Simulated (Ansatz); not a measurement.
`O=C=CS`. The species carries charge 0 and has multiplicity 1.

Cartesian coordinates in Å:
```
O -0.7141 0.7571 -2.0162
C -0.5461 0.2420 -0.9981
C -0.3303 -0.3453 0.1585
S 1.3413 -0.4801 0.6721
H -1.1562 -0.7750 0.7087
H 1.4055 0.6013 1.4749
```

Q: List the harmonic frequencies (cm⁻¹, unscaled) at PBE0-D4/def2-TZVP in Ansatz. (Best estimate.)

A: The calculation gave: 165, 272, 559, 592, 596, 832, 964, 1128, 1321, 2247, 2646, 3219.

Q: Is this a minimum?

A: Yes, all 12 modes are real.

Q: Give the ideal-gas thermochemistry at 298.15 K and 1 bar (rigid rotor, harmonic oscillator; point group C1, symmetry number 1).

A: Zero-point energy 87.0 kJ/mol; H(298) − E = 101.4 kJ/mol; entropy 290.2 J/(mol·K), of which translation 162.6, rotation 103.0, vibration 24.7; G(298) − E = 14.9 kJ/mol.
